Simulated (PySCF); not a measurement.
`CNC(C)(C)C`, C5H13N

Geometry:
```csv
atom,x (Å),y (Å),z (Å)
C1,1.995,-0.587,-0.025
N2,0.824,-0.457,0.807
C3,-0.402,0.059,0.196
C4,-0.233,1.468,-0.391
C5,-0.866,-0.904,-0.898
C6,-1.450,0.096,1.308
H7,2.338,0.344,-0.524
H8,2.832,-0.957,0.587
H9,1.829,-1.336,-0.814
H10,1.043,0.107,1.624
H11,0.504,1.481,-1.209
H12,-1.183,1.848,-0.798
H13,0.107,2.174,0.384
H14,-0.920,-1.929,-0.501
H15,-1.862,-0.617,-1.267
H16,-0.184,-0.904,-1.761
H17,-2.423,0.442,0.928
H18,-1.574,-0.906,1.745
H19,-1.142,0.783,2.113
```

The calculation used quadratic response CAM-B3LYP/aug-cc-pVDZ first hyperpolarisability, Taylor convention, gas phase (PySCF 2.14.0). Geometry: PBE0-D3(BJ)/def2-SVP.

(1) Give the tensor of the second harmonic β(−2ω;ω,ω) at 1064 nm in the axes of these coordinates.

Results:

(1) In au, Taylor convention; rows are the first index (the induced dipole):
|  | xx | yy | zz | xy | xz | yz |
| --- | --- | --- | --- | --- | --- | --- |
| x | +4.7 | +25.0 | -3.8 | -31.0 | +39.2 | -11.9 |
| y | -31.0 | -4.9 | -9.2 | +24.3 | -11.4 | -14.8 |
| z | +39.0 | -14.5 | -19.6 | -11.2 | -4.5 | -9.9 |

Norm of βᵢ = ⅓ Σⱼ (βᵢⱼⱼ + βⱼᵢⱼ + βⱼⱼᵢ): 52.2 au, hyper-Rayleigh value 36.1 au.
